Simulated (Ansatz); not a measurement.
**BeNa+ (triplet): from Hartree-Fock to the top rungs, def2-TZVPP**

One table from this session's results is given with a row withheld; the runs are named, their logs left out.

The runs use Ansatz 0.2.0, Gaussian basis; def2-TZVPP, core rule «outside noble gas», up to 6 orbitals frozen.

To be run: UHF; ROHF; CCSD(T) on UHF.

2 further runs of the same task are left out: 2 set aside as unsound or not needed.

## What is computed

The geometry is a PBE0/def2-TZVP stationary point (not a proven minimum).

2 atoms, charge 1, spin multiplicity 3.

Atoms are counted from 1 here; the program's logs count them from 0.

No contacts short enough for the rule that draws bonds.

Set-up of the first run:

File in.yaml:

```yaml
crystal:
  periodic: [false, false, false]
  atoms:
    - {symbol: Be, position_ang: [0.000000, 0.000000, 0.000000]}
    - {symbol: Na, position_ang: [0.000000, 0.000000, 3.357600]}
basis:
  gaussian: {orbitals: def2-TZVPP}
total_charge: 1
magnetization: {spin_polarized: true, initial_magnetization: 2}
hamiltonian: {xc: hf}
output: {orbitals: {seedname: orbitals}}
```

Command:

```bash
$ ansatz run in.yaml --threads 1 --pin off --events-out ev --progress --plain --max-ram 4096MiB --backend cpu
```

Among the steps run: UHF; ROHF; CCSD(T) on UHF.

One of the session's tables, all rows but one given; the rest of the session is left out.

```
  method  from UCCSD(T) (meV)
    ROHF               +112.1
     UHF                    ?
    UMP2                +51.2
   UCCSD                  0.0
UCCSD(T)                    0
```

Estimate the missing values for UHF.

As computed: from UCCSD(T) (meV): +110.8. In the column «from UCCSD(T) (meV)» it lies between UMP2 (+51.2) and ROHF (+112.1).
